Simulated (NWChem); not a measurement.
**Total energies of phosphine (H3P)**

```xyz
4

P     -0.1302    -0.0034     0.0000
H      0.6666    -0.5810     1.0357
H      0.6666    -0.5810    -1.0357
H      0.6204     1.2123     0.0000
```
Charge 0, spin multiplicity 1.

Program: NWChem. The geometry was optimised at PBE0/def2-SVP, a minimum by its harmonic frequencies.

Basis set: cc-pVTZ (76 functions).

| method | total energy (Ha) | relative cost |
|---|---|---|
| RHF | -342.48681 | 1 |
| MP2 | -342.65722 | under 3 |
| B2PLYP | -343.02511 | under 3 |
| PBE | -342.98605 | under 3 |
| B3LYP | -343.17990 | under 3 |
| BLYP | -343.14570 | under 3 |
| CCSD(T) | -342.69234 | 30 |

Total energies of different functionals aren't comparable as a measure of quality: only differences taken within one method are. Relative cost: rough, from shared machines, SCF included, RHF = 1.

The correlated methods keep 5 core orbitals frozen. B3LYP has NWChem's definition, with VWN1-RPA local correlation. Coupled-cluster values serve here as a point of comparison, not as the truth.
